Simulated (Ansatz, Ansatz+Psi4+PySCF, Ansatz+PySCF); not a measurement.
```csv
atom,x (Å),y (Å),z (Å)
C,-0.9891,-0.6605,0.0000
C,0.0215,0.5317,0.0000
H,-0.4663,-1.6205,0.0000
H,-1.6284,-0.5760,0.8811
H,-1.6284,-0.5760,-0.8811
O,1.2166,0.4734,0.0000
```

Basis set: cc-pVTZ (spherical functions). Left uncorrelated: 3 orbitals. Correlation on ROHF uses semicanonical orbitals with singles. Charge 0, multiplicity 2.

Computed with Ansatz (development build ahead of 0.2.0); each method stands on the lowest determinant of its kind that the runs found.

The atomization energy at this shape (free ground-state atoms in the same class of orbitals less the molecule, no zero-point energy) of doublet C₂H₃O:

```tsv
method	atomization energy
ROHF-MP2	2422.0 kJ/mol
UHF-MP2	2418.0 kJ/mol
```

Question: What does ROHF-CCSD(T) give?

Answer: 2363.8 kJ/mol.
